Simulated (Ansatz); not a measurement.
# CH7AlO: functionals against CCSD(T) at one geometry

A test off equilibrium: a structure displaced at random from a GFN2-xTB minimum is computed at several levels, and each is set against CCSD(T).

Method: single points in def2-TZVPP; program: Ansatz 0.2.0, Gaussian basis.

Cores are frozen in the correlated methods.

**1. The starting structure**

SMILES `C[OH+][AlH3-]`, 10 atoms, charge 0, spin multiplicity 1.

Atoms are counted from 1 here; the program's logs count them from 0.

Bond lengths: C1–O2 1.298 Å, C1–H4 1.126 Å, C1–H5 1.145 Å, C1–H6 1.132 Å, O2–Al3 1.868 Å, O2–H7 0.977 Å, Al3–H8 1.624 Å, Al3–H9 1.477 Å, Al3–H10 1.516 Å. Angles: O2–C1–H4 111.4°, O2–C1–H5 124.9°, O2–C1–H6 107.2°, H4–C1–H5 100.9°, H4–C1–H6 110.4°, H5–C1–H6 101.2°, C1–O2–Al3 137.7°, C1–O2–H7 112.2°, Al3–O2–H7 108.3°, O2–Al3–H8 104.1°, O2–Al3–H9 96.0°, O2–Al3–H10 87.5°, H8–Al3–H9 120.4°, H8–Al3–H10 118.1°, H9–Al3–H10 118.3°.

Geometry (Å):

```
atom     x (Å)     y (Å)     z (Å)
  C1  -0.98760   0.63580  -0.67650
  O2   0.15890   0.08270  -0.42490
 Al3   1.06390  -0.61260   1.05410
  H4  -0.86670   1.56830  -1.29590
  H5  -1.85540   0.12530  -1.22080
  H6  -1.46640   0.88240   0.31870
  H7   0.59620  -0.24590  -1.23460
  H8   0.24560  -1.96740   1.41650
  H9   0.92650   0.59120   1.89870
 H10   2.28750  -0.73210   0.16660
```

**2. CCSD(T)/def2-TZVPP**

run/in.yaml

```yaml
crystal:
  periodic: [false, false, false]
  atoms:
    - {symbol: C, position_ang: [-0.987600, 0.635800, -0.676500]}
    - {symbol: O, position_ang: [0.158900, 0.082700, -0.424900]}
    - {symbol: Al, position_ang: [1.063900, -0.612600, 1.054100]}
    - {symbol: H, position_ang: [-0.866700, 1.568300, -1.295900]}
    - {symbol: H, position_ang: [-1.855400, 0.125300, -1.220800]}
    - {symbol: H, position_ang: [-1.466400, 0.882400, 0.318700]}
    - {symbol: H, position_ang: [0.596200, -0.245900, -1.234600]}
    - {symbol: H, position_ang: [0.245600, -1.967400, 1.416500]}
    - {symbol: H, position_ang: [0.926500, 0.591200, 1.898700]}
    - {symbol: H, position_ang: [2.287500, -0.732100, 0.166600]}
basis:
  gaussian: {orbitals: def2-TZVPP}
correlation: {method: ccsd_t}
output: {forces: true}
```

Launch:

```sh
> ansatz run in.yaml --threads 8 --pin off --events-out ev --progress --plain --max-ram 10444MiB
```

**3. PBE0-D4/def2-TZVPP**

Changes to run/in.yaml since step 2:

```diff
@@ -15,3 +15,3 @@
   gaussian: {orbitals: def2-TZVPP}
-correlation: {method: ccsd_t}
-output: {forces: true}
+hamiltonian: {xc: pbe0, dispersion: d4}
+output: {forces: true, orbitals: {seedname: orbitals}}
```

**4. wB97M-V/def2-TZVPP**

Changes to run/in.yaml since step 3:

```diff
@@ -15,3 +15,3 @@
   gaussian: {orbitals: def2-TZVPP}
-hamiltonian: {xc: pbe0, dispersion: d4}
-output: {forces: true, orbitals: {seedname: orbitals}}
+hamiltonian: {xc: {name: wB97M-V}}
+output: {forces: true}
```

**5. r2SCAN-D4/def2-TZVPP**

Changes to run/in.yaml since step 4:

```diff
@@ -15,3 +15,3 @@
   gaussian: {orbitals: def2-TZVPP}
-hamiltonian: {xc: {name: wB97M-V}}
+hamiltonian: {xc: r2scan, dispersion: d4}
 output: {forces: true}
```

**6. PBE-D4/def2-TZVPP**

Changes to run/in.yaml since step 5:

```diff
@@ -15,3 +15,3 @@
   gaussian: {orbitals: def2-TZVPP}
-hamiltonian: {xc: r2scan, dispersion: d4}
+hamiltonian: {xc: pbe, dispersion: d4}
 output: {forces: true}
```

**7. LC-wPBE/def2-TZVPP**

Changes to run/in.yaml since step 6:

```diff
@@ -15,3 +15,3 @@
   gaussian: {orbitals: def2-TZVPP}
-hamiltonian: {xc: pbe, dispersion: d4}
+hamiltonian: {xc: {name: LC-wPBE}}
 output: {forces: true}
```

**8. BHLYP-D4/def2-TZVPP**

Changes to run/in.yaml since step 7:

```diff
@@ -15,3 +15,3 @@
   gaussian: {orbitals: def2-TZVPP}
-hamiltonian: {xc: {name: LC-wPBE}}
+hamiltonian: {xc: {name: BHLYP}, dispersion: d4}
 output: {forces: true}
```

(Steps that only read results are left out.)

Q: Predict the outcome of this session. Wanted: energy less free atoms, CCSD(T)/def2-TZVPP; RMS force component; RMS force error; HOMO and LUMO, PBE0-D4; T1 diagnostic.

**Answer**, as computed:

| quantity | value |
| --- | --- |
| energy less free atoms, CCSD(T)/def2-TZVPP | -712.9 kcal/mol |
| RMS force component | 1.789 to 1.941 eV/Å over the methods |
| RMS force error | PBE0-D4 0.147, wB97M-V 0.067, r2SCAN-D4 0.101, PBE-D4 0.215, LC-wPBE 0.087, BHLYP-D4 0.192 eV/Å |
| HOMO and LUMO, PBE0-D4 | -7.40 and -0.33 eV |
| T1 diagnostic | 0.009 |

In words: Against CCSD(T) the functionals' energies less atoms differ by -17.1 to -0.4 kcal/mol, PBE-D4 by -13.7 kcal/mol. The reference is not at the basis limit: in triple zeta CCSD(T) underbinds, which counts against methods that bind more; the gaps are no ranking. For forces wB97M-V does best and PBE-D4 worst. Frozen-core CCSD(T) forces in triple zeta carry basis errors of their own, and this is one geometry, so small gaps rank nothing.
